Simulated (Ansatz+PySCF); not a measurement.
Results of a calculation; reference values are marked as such.
## Ansatz (development build ahead of 0.2.0) run

```yaml
crystal:
  periodic: [false, false, false]
  atoms:
    - { symbol: B, position_ang: [0.0, 0.0, -0.41745] }
    - { symbol: H, position_ang: [0.0, 0.0, 2.08726] }
basis:
  gaussian: { orbitals: cc-pVDZ }
magnetization:
  spin_polarized: true
hamiltonian:
  xc: hf
correlation:
  method: mp2
  frozen_orbitals: { B: 1, H: 0 }
scf:
  omitted_lower_state_checks: [starts, atomic_configurations, cluster_reference, orbital_swaps, given_window_search, neighbouring_geometries, increment]
```

The input is written out in the form of the current development build from the run's settings.

Output:

```
Converged                       : yes
Reference energy                : -25.03415 hartree
Correlation energy              : -0.03983 hartree
Total energy                    : -25.07398 hartree
Spin squared of the determinant : 0.848
Stability test                  : minimum
```

Caution: large amplitudes, a single reference is doubtful; the unrestricted determinant is a mixture of spin states; a plain start can end on a higher determinant.
